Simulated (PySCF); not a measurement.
Predicted microwave data (PBE0/pcSseg-1 in PySCF (dipole) on a GFN2-xTB geometry, gas phase) for one isomer of C6H10:

| Item | Value |
| --- | --- |
| Rotational constants | A = 4567, B = 2731, C = 2731 MHz |
| Dipole components | \|μa\| = 0.71 D, \|μb\| = 0.00 D, \|μc\| = 0.00 D |
| Inertial defect | -110.63 u·Å² |
| κ | -1.00 |

Task: Which structure is it? (One computed conformer of each.)
A. `C#CC(C)(C)C`
B. `[CH2:1]=[C:2]([CH3:3])[CH:4]1[CH2:5][CH2:6]1` with C1–C2–C4–C5 36°
C. 3-hexyne, `CCC#CCC`

Result: A. It is C#CC(C)(C)C, a prolate symmetric top, point group C3v. The candidates at the same level (rigid rotor, commonest isotopes):

```json
{"SMILES": "C=C(C)C1CC1", "A (MHz)": "6679", "B (MHz)": "2594", "C (MHz)": "2217", "μa (D)": "0.20", "μb (D)": "0.64", "μc (D)": "0.00", "Δ (u·Å²)": "-42.61", "point group": "Cs", "rotor": "asymmetric top"}
{"SMILES": "CCC#CCC", "A (MHz)": "10992", "B (MHz)": "1333", "C (MHz)": "1300", "μa (D)": "0.00", "μb (D)": "0.10", "μc (D)": "0.00", "Δ (u·Å²)": "-36.45", "point group": "C2", "rotor": "near-prolate asymmetric top"}
{"SMILES": "C#CC(C)(C)C", "A (MHz)": "4567", "B (MHz)": "2731", "C (MHz)": "2731", "μa (D)": "0.71", "μb (D)": "0.00", "μc (D)": "0.00", "Δ (u·Å²)": "-110.63", "point group": "C3v", "rotor": "prolate symmetric top"}
```

`C=C(C)C1CC1` has A 46 % too high; `CCC#CCC` has A 141 % too high. In the right answer the symmetry axis of this C3v structure is a, so μb and μc vanish by symmetry. No structure here is proved a minimum.
